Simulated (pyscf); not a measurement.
**Addition: O=Nb(OH)(Cl)–Cl + H atom (H•) → [HO–Nb(OH)(Cl)–Cl]•**

Gas phase, doublet surface, charge 0. Bonds broken: none. Bonds formed: O1–H7. Structures and frequencies: ωB97X-D3(BJ)/def2-SVP in PySCF.

Transition state (Å):

```xyz
7

O     -1.0200    -1.6039     0.7421
Nb    -0.4296    -0.2845    -0.2910
O      0.6362     0.7995     0.7671
Cl    -1.6877     1.1057    -1.6635
Cl     0.7149    -1.4171    -1.9382
H      0.9882     0.8344     1.6639
H     -2.0320    -0.5656     0.5219
```

One imaginary mode, 969i cm⁻¹; descent along it reached the two sides named.

| bond | change | reactant side (Å) | saddle | product side |
|---|---|---|---|---|
| O1–H7 | forms | 3.7 | 1.467 | 0.967 |

Electronic energies relative to the separated reactants (kJ/mol):

| level | barrier | reaction energy | reverse barrier |
|---|---|---|---|
| ωB97X-D3(BJ)/def2-TZVP | 44.3 | -167.0 | 211.3 |
| PBE/def2-TZVP | 23.4 | -123.9 | 147.3 |
| r²SCAN/def2-TZVP | 23.3 | -139.3 | 162.6 |
| B3LYP-D3(BJ)/def2-TZVP | 26.5 | -161.8 | 188.3 |
| PBE0-D3(BJ)/def2-TZVP | 32.7 | -159.6 | 192.2 |
| M06-2X/def2-TZVP | 45.4 | -181.4 | 226.7 |
| ωB97M-D3(BJ)/def2-TZVP | 42.5 | -173.7 | 216.2 |
| HF/def2-TZVP | 105.9 | -219.4 | 325.3 |

With ωB97M-D3(BJ)/def2-TZVP energies and thermal terms (ideal gas, 1 atm, RRHO with modes under 100 cm⁻¹ raised to 100, one conformer, R ln 2 for chiral ones without a mode under 150 cm⁻¹), in kJ/mol:

| T (K) | ΔH‡ | ΔG‡ | ΔH | ΔG |
|---|---|---|---|---|
| 298 | 46.9 | 76.0 | -152.8 | -125.0 |
| 600 | 44.0 | 106.7 | -153.9 | -96.3 |
| 900 | 41.7 | 138.5 | -154.9 | -67.2 |
| 1200 | 39.8 | 171.1 | -155.6 | -37.9 |

At the saddle there is also a short H–Nb contact that neither side keeps, so another atom assists the step. This saddle turned up in a search for another step; its sides and bond changes are read from the two ends of the descent. This is the saddle that the search found; another between the same sides may lie lower. Open-shell species with a d-block atom are single-reference here; other states, and whether the spin sits on metal or ligand, were not checked. Elements past Kr carry the def2 core potentials, without spin-orbit coupling.
